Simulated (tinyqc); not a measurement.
UKS/BP86 in the sto-3g basis, for H2O, spin multiplicity 3, step by step. One step of it, computed by the program tinyqc.

Task: Iteration 2: DIIS coefficients. Solve [B -1; -1 0][c; lambda] = [0; -1] for the coefficients, which sum to one.

B (overlaps of the stored error matrices):
```
,1,2
1,2.6613213e-01,-2.8272322e-01
2,-2.8272322e-01,9.4911427e-01
```

Give: DIIS coefficients.

Result:

DIIS coefficients: 0.6918  0.3082
